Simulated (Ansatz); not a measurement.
A calculation with Ansatz (development build ahead of 0.2.0).

```yaml
crystal:
  periodic: [false, false, false]
  atoms:
    - { symbol: "N", position_ang: [0.0, 0.0, 0.518] }
    - { symbol: H, position_ang: [0.0, 0.0, -0.518] }
basis:
  gaussian: { orbitals: cc-pVDZ }
magnetization:
  initial_magnetization: 2
hamiltonian:
  xc: hf
correlation:
  method: ccsd_t
  frozen_orbitals: { H: 0, "N": 1 }
```

The input is written out in the form of the current development build from the run's settings. Correlation on restricted open-shell orbitals is semicanonical, with singles.

Output:

```
Converged                       : yes
Reference energy                : -54.95958 hartree
CCSD correlation energy         : -0.13011 hartree
Triples correction              : -0.00158 hartree
Total energy                    : -55.09127 hartree
Spin squared of the determinant : 2.000
```
